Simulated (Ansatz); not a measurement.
# Scan of AlH3, triplet

Starting geometry (PBE0/def2-TZVP stationary point for this spin, not checked as a minimum):

```yaml
atoms:
  - { symbol: Al, position_ang: [0.0000, 0.0744, -0.0956] }
  - { symbol: H, position_ang: [0.0000, -1.3724, -0.7540] }
  - { symbol: H, position_ang: [0.4207, -0.3098, 1.6570] }
  - { symbol: H, position_ang: [-0.4207, -0.3098, 1.6570] }
```

From there H2 moves along the line of the two atoms named below, all else staying in place; atoms are numbered as listed. Energies are in kcal/mol, counted from the starting geometry at the same level.

Basis cc-pVDZ; Ansatz 0.2.0. Only valence electrons are correlated (noble-gas cores frozen). R marks a restricted (for open shells ROHF) determinant. Active spaces: valence = (6e, 7o) chosen from the atoms' valence shells.

Runs in a small pair space aren't shown, since their orbitals change along the scan.

Full CI is exact within this basis and frozen core; it isn't the basis-set limit.

```
distance Al1-H2 (Å)  full CI  unpaired electrons (full CI)  error RHF  error RMP2  error RCCSD(T)  error RCCSDT  error MRCISD (valence space)  error MRCISD+Q (valence space)
              1.243     29.7                          2.02       -0.2        -0.5            -0.1           0.0                          -0.1                            -0.2
              1.413      6.0                          2.02       -0.4        -0.4             0.0           0.0                          -0.1                            -0.1
              1.590      0.0                          2.03        0.0         0.0             0.0           0.0                           0.0                             0.0
              1.766      3.4                          2.03        1.0         0.8             0.1           0.0                           0.1                             0.1
              1.925     10.1                          2.04        2.5         1.9             0.1           0.0                           0.2                             0.2
              2.246     25.4                          2.08        8.0         5.9             0.4           0.0                           0.6                             0.6
              2.572     35.9                          2.11        6.6         4.9             0.3           0.0                           0.2                             0.1
              2.991     40.2                          2.09        2.0         1.9             0.1           0.0                           0.2                             0.2
              3.518     40.9                          2.08        1.0         1.4             0.1           0.0                           0.1                             0.1
              4.194     40.9                          2.08        0.8         1.3             0.1           0.0                           0.0                             0.1
              5.502     41.0                          2.08        0.7         1.3             0.1           0.0                           0.0                             0.1
```

Unpaired electrons are Σ n²(2−n)² over natural occupations. Errors are those of relative energies. In total energy the starting point itself misses full CI by: RHF 59.2, RMP2 15.4, RCCSD(T) 0.4, RCCSDT 0.0, MRCISD (valence space) 1.5, MRCISD+Q (valence space) 0.4 kcal/mol.

Spread of the error over the points with a reference, to 5.502 Å (largest less smallest): RCCSDT 0.0, RCCSD(T) 0.4, MRCISD (valence space) 0.7, MRCISD+Q (valence space) 0.8, RMP2 6.4, RHF 8.4 kcal/mol.

Going outwards, the relative energy of RHF first misses by more than 1.0 kcal/mol at 1.925 Å.

MRCISD+Q (valence space) stays parallel to the reference within 0.8 kcal/mol over the points shown.
